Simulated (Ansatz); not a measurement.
Mulliken charges of C$_{4}$H$_{3}$F, SMILES `C#C/C=C/F` from r2SCAN/def2-TZVPP in Ansatz (PBE0-D4/def2-TZVP geometry).

```
atom   x (Å)   y (Å)   z (Å)  charge (e)
  C1  -0.009   1.594   1.419       0.037
  C2  -0.089   0.842   0.483      -0.233
  C3  -0.198  -0.013  -0.637      -0.226
  C4   0.207  -1.277  -0.603       0.174
  F5   0.096  -2.066  -1.667      -0.184
  H6   0.065   2.255   2.250       0.237
  H7  -0.629   0.380  -1.553       0.097
  H8   0.649  -1.773   0.252       0.098
```

Question: By hand: the dipole of these point charges (1 e Å = 4.8032 D).

Answer: Σ q r = (0.102, 0.421, 0.693) e Å, of length 0.817 e Å = 3.92 D.

Question: How does the dipole of the full density compare? (An estimate is asked.)

Answer: Ansatz gave: (0.033, 0.035, 0.132) e Å, 0.67 D; the point charges give 5.85 times that, at 17° from its direction.

Point charges leave out the atoms' own dipoles, such as those of lone pairs, and Mulliken's split depends on the basis, so the two needn't agree.
